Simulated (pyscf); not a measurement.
Single points on ωB97X-D3(BJ)/def2-SVP structures (PySCF, gas phase). Correlated levels are frozen-core, on RHF or UHF. ΔMP2 is the change of the MP2 total energy from the triple- to the quadruple-zeta basis.

Problem. What is the homolytic dissociation enthalpy (298 K, CCSD(T)/def2-TZVPP + ΔMP2(QZVPP)) of the C–Cl bond of Cl–CH₂–SiH₂–Cl, to Cl• + •H₂C–SiH₂–Cl?

Solution. C–Cl to Cl• + •H₂C–SiH₂–Cl: 333.1 kJ/mol. Cl–CH₂–SiH₂–Cl lies 183.0 kJ/mol over its isomer H₃C–SiH(Cl)–Cl (electronic energy, ωB97M-D3(BJ)/def2-TZVP). •H₂C–SiH₂–Cl lies 46.5 kJ/mol over its isomer H₃C–SiH•–Cl (electronic energy, ωB97M-D3(BJ)/def2-TZVP). The CCSD(T) − MP2 part came from Ansatz, without density fitting, on the same reference. Left out: the spin-orbit lowering of Cl.
